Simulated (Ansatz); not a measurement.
The same path of CH5B2 (8 atoms, charge -1, multiplicity 1) was run twice with different band settings. The coordinate that changes most is the dihedral H4–B1–B2–C3.

Method: Ansatz 0.2.0, RHF/6-31G.

Relaxed end points:

```xyz
8
Properties=species:S:1:pos:R:3
B -0.766 0.832 -0.807
B 0.051 0.263 0.564
C 0.752 -1.010 0.491
H -0.801 0.203 -1.849
H -1.381 1.883 -0.906
H 0.062 0.912 1.607
H 1.311 -1.463 1.308
H 0.773 -1.621 -0.408
```

```xyz
8
Properties=species:S:1:pos:R:3
B -0.767 0.832 -0.808
B 0.051 0.262 0.564
C 0.754 -1.008 0.490
H -1.392 1.876 -0.901
H -0.790 0.209 -1.853
H 0.056 0.909 1.609
H 1.310 -1.464 1.308
H 0.779 -1.617 -0.410
```

Common settings: movable images 5; climbing image yes; spring 5.0 eV/Å²; optimiser quadratic models (default); start path through a guess of the saddle point; iteration limit 60; end points relaxed.

| run | force threshold |
| --- | --- |
| 1 | 0.03 eV/Å |
| 2 | 0.5 eV/Å |

What does each run give, and how far can it be trusted?

Run 1: converged after 8 iterations, highest image 0.145 eV above the first end. A vibrational analysis at the climbing image gives one clearly imaginary mode, 198i cm⁻¹: a first-order saddle point.
Run 2: converged after 5 iterations, highest image 0.146 eV above the first end. The threshold of 0.5 eV/Å is loose, so the images may lie well off the minimum-energy path. Another band between the same ends (5 images) ends at a top of the same energy, where a vibrational analysis finds 1 clearly imaginary mode.
Limits of this set-up: no polarisation functions, an anion without diffuse functions.
